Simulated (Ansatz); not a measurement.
in.yaml

```yaml
crystal:
  periodic: [false, false, false]
  atoms:
    - {symbol: As, position_ang: [0.000000, 0.000000, 0.000000]}
    - {symbol: H, position_ang: [0.000000, 0.000000, 1.547800]}
basis:
  gaussian: {orbitals: aug-cc-pVDZ}
total_charge: -1
magnetization: {spin_polarized: false, initial_magnetization: 3}
correlation: {method: ccsd_t, electrons: outside_noble_gas}
output: {forces: true}
```

```sh
$ ansatz run in.yaml --threads 1 --pin off --events-out ev --progress --plain --max-ram 4096MiB --backend cpu
```

The program prints:

```
509 factors; integrals over basis functions are off by at most 1.1e-3 eV
mean field evaluation 1: about -60806.3158 eV, gradient 1.8e1 eV
mean field evaluation 2: about -60806.3155 eV, gradient 1.8e1 eV
mean field evaluation 4: about -60809.0124 eV, gradient 1.1e0 eV
mean field evaluation 8: about -60809.0288 eV, gradient 2.5e-3 eV
mean field evaluation 16: about -60809.0255 eV, gradient 3.1e-1 eV
mean field evaluation 32: about -60807.5751 eV, gradient 8.8e-2 eV
mean field evaluation 64: about -60807.5697 eV, gradient 7.1e-1 eV
mean field evaluation 96: about -60807.5798 eV, gradient 1.7e-3 eV
mean field evaluation 128: about -60806.5494 eV, gradient 2.4e0 eV
a density is far from that of the atoms, so the factors are made again for it
517 factors; integrals over basis functions are off by at most 1.1e-3 eV
mean field evaluation 160: about -60809.0288 eV, gradient 9.4e-7 eV
mean field evaluation 192: about -60807.5242 eV, gradient 1.9e0 eV
mean field evaluation 224: about -60807.5798 eV, gradient 2.9e-4 eV
mean field evaluation 256: about -60807.5798 eV, gradient 1.1e-2 eV
mean field evaluation 288: about -60806.4880 eV, gradient 7.2e0 eV
mean field evaluation 320: about -60805.3414 eV, gradient 1.2e0 eV
mean field -60809.02875448 eV, -2234.6905888872 hartree, gradient 9.5e-7 eV, S^2 3.750000; 8 other end points of the search recorded, 0 dependent functions left out
determinant -60809.02875448 eV, -2234.6905888872 hartree, with singles and doubles -60812.09819553 eV, -2234.8033887650 hartree
determinant -60807.79730106 eV, -2234.6453338085 hartree, with singles and doubles -60810.79899383 eV, -2234.7556439831 hartree
determinant -60807.57977554 eV, -2234.6373398931 hartree, with singles and doubles -60810.54477824 eV, -2234.7463017328 hartree
determinant -60806.42717277 eV, -2234.5949825226 hartree, with singles and doubles -60809.53912126 eV, -2234.7093445202 hartree
14 core orbitals not correlated: weight in the atoms' cores, before any rotation towards them, 1.000 or more for the frozen orbitals, at most 0.000 for the correlated occupied ones
reference -60809.02875448 eV, -2234.6905888872 hartree; 5, 2 occupied and 26, 29 virtual orbitals, 517 factors
second order -2.42021985 eV of doubles, -0.07867008 eV of singles
cycle   1  -3.06971878 eV  change   -2.8e-4 eV  update   6.4e-4
cycle   2  -3.06988808 eV  change   -1.7e-4 eV  update   4.1e-4
cycle   3  -3.06982298 eV  change    6.5e-5 eV  update   1.2e-4
cycle   4  -3.06975807 eV  change    6.5e-5 eV  update   5.7e-5
cycle   5  -3.06980077 eV  change   -4.3e-5 eV  update   2.1e-5
cycle   6  -3.06981285 eV  change   -1.2e-5 eV  update   3.7e-6
cycle   7  -3.06981317 eV  change   -3.2e-7 eV  update   1.1e-6
cycle   8  -3.06981219 eV  change    9.8e-7 eV  update   3.8e-7
perturbative correction -0.08579673 eV, -0.0031529718 hartree
the calculation of the forces begins
Total energy: -60812.18436341 eV, -2234.8065553762 hartree
Atom 0 at     0.000000     0.000000     0.000000 Å, force     0.000000     0.000000    -0.358964 eV/Å
Atom 1 at     0.000000     0.000000     1.547800 Å, force     0.000000    -0.000000     0.358964 eV/Å
Dipole moment:    -0.000000    -0.000000    -0.755207 e Å
```

Forces (eV/Å):
```
As   0.000  0.000 -0.359
H    0.000  0.000  0.359
```

For the same geometry and basis full CI lies 22.7 meV lower.

Ran on 1 thread of AMD EPYC 7R13, shared host: 5.5 s wall, 0.22 GiB peak host memory.
